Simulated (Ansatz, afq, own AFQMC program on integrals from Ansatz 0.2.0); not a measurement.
# GaBr⁻, doublet in aug-cc-pVDZ, levels against CCSDT(Q)

```xyz
2

Ga    0.0000    0.0000    0.0000
Br    0.0000    0.0000    2.4158
```

Basis aug-cc-pVDZ. Noble-gas cores (and the filled d shells of Ga–Kr and In–Xe) are frozen. Ansatz 0.2.0 and our own AFQMC program on the same integrals; the CISD trial comes from CCSD amplitudes, and released means the phaseless constraint is let go. Free projection: walkers drawn from exp(T), propagated without any constraint. Its projection time is finite, and what remains of the start isn't in its error. ± is one standard error of the sampling. No spin–orbit coupling.

Determinant: ROHF, the one that the program's search chose, which needn't be the lowest solution. The geometry is a PBE0/def2-TZVPD stationary point of this or a neighbouring charge and spin state.

No full CI on the walks' own integrals is used here; CCSDT(Q) serves as the reference and is uncertain by about the last step of the cluster series.

Cautions: no relativity below Rb; no spin-orbit coupling; inner d shell frozen.

```
T1 diagnostic                               : 0.0176
weight of the determinant in the CISD state : 0.873
size of the correlated space                : 11 electrons in 44 orbitals
```

```
  level  correlation energy (eV)
    MP2                  -4.7442
   CCSD                  -5.3335
CCSD(T)                  -5.4965
```

Question: Estimate where phaseless AFQMC with a CISD trial lies against CCSD(T) on the same integrals.

Answer: 2.7 ± 9.5 meV below CCSD(T). The gap is under twice the noise, so this walk alone can't tell the two apart.

Reference: CCSDT(Q), correlation energy -5.527 eV. The released energy is read at 2.40 1/Eh (meV from the phaseless value at times in 1/Eh: -14 ± 11 at 0.24, -10 ± 9 at 0.51, -21 ± 9 at 0.99, -19 ± 11 at 1.62, -22 ± 16 at 2.40).

| level | E − E(reference) (meV) | share of correlation (%) |
| --- | --- | --- |
| CCSD(T) | 31.0 | 99.44 |
| CCSDT | 10.8 | 99.80 |
| ph-AFQMC/HF | -2.3 ± 58.1 | 100.04 |
| ph-AFQMC/CISD | 28.3 ± 9.5 | 99.49 |
| released AFQMC | 6.0 ± 16.3 | 99.89 |
| free AFQMC | 0.8 ± 10.3 | 99.99 |

Free projections are given only where their last times agree within the noise and don't stop above the reference; a slow remainder of the start can still hide under it. A walk keeps the symmetry of its determinant, which the program's search chose and which needn't be the lowest solution, so a lower state of the same spin and another symmetry isn't excluded. Released energies are given only where the last usable release times agree within the noise; a slower fall can still hide under it.
